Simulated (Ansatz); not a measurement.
Born–Oppenheimer molecular dynamics of H₃Si (4 atoms, charge 0, multiplicity 2). It starts from a relaxed structure.

Computed with Ansatz 0.2.0, UKS PBE/def2-SVP.

* ensemble: NVT, Langevin thermostat
* time step: 0.5 fs
* steps asked: 266
* set temperature: 1000 K
* friction: 0.001 /fs
* seed: 477553

First frame:

```xyz
4
Properties=species:S:1:pos:R:3
Si 0.297 -0.027 -0.166
H 0.567 0.674 1.139
H -0.227 -1.421 0.061
H -0.637 0.774 -1.034
```

Q: How far do the bonds stretch over the last three quarters of this one trajectory? (Pairs bonded in most of those frames.)

A: 
```
  bond  mean (Å)  spread (Å)  shortest  longest
Si1–H2     1.517       0.072      1.40     1.64
Si1–H3     1.533       0.086      1.39     1.65
Si1–H4     1.517       0.045      1.44     1.59
```

Mean temperature of the second half: 689 K. The mean temperature of the second half is 31 % below the set value. A run of 0.13 ps of so small a system gives no equilibrium averages.

The run took 2.8 min on 1 thread of Arm Neoverse V1, on a shared host, peak memory 0.17 GiB.
